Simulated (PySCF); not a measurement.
Calculated NMR data

Computational details: σ from GIAO-PBE0/pcSseg-1, J couplings at B3LYP/pcJ-1 (spin–dipole term left out of most H,H and C,H couplings), structure optimised with GFN2-xTB, in PySCF 2.14.0 with density-fitted response routines (equivalent nuclei averaged, non-relativistic, gas phase, one conformer).

Referencing at the same level of theory: TMS for 1H (σ = 31.72 ppm) and 13C (σ = 186.93 ppm). Multiplet labels drop J under 1 Hz and among equivalent protons, and merge close values. Unscaled 3J(H,H) run several per cent high. Where no couplings were computed, multiplicities follow the n + 1 count of equivalent neighbours, and m marks all less simple cases (inequivalent or close neighbours, rings, F or P nearby). Shifts are as computed. Against solution values, carbons near 30 ppm lie about +3 ppm off and those near 130 ppm about +5 ppm. Of 1211 compounds with measured shifts, 218 miss one by over three times the rms of a fit or turn the order of signals round; such compounds aren't used in these exercises.

Compound 1 (C6H10). 1H NMR (500 MHz, computed): δ 6.14 (d, 1H), 2.65 (m, 1H), 2.56 (m, 1H), 1.86 (s, 3H), 1.79 (m, 1H), 1.12 (d, 3H). 13C{1H} NMR (computed): δ 153.4, 142.8, 41.0, 36.5, 22.4, 20.0. Structure: SMILES CC1=C[C@@H](C)C1.

Compound 2 (C6H10). 1H NMR (500 MHz, computed): δ 1.81 (m, 2H), 1.80 (m, 2H), 1.55 (m, 1H), 1.23 (m, 2H), 1.19 (m, 1H), 0.31 (td, J = 9.0, 6.3 Hz, 1H), -0.06 (dt, J = 6.3, 4.1 Hz, 1H). 13C{1H} NMR (computed): δ 31.3, 22.9, 20.6, 8.0. Structure: `C1[C@H]2CCC[C@H]21`.
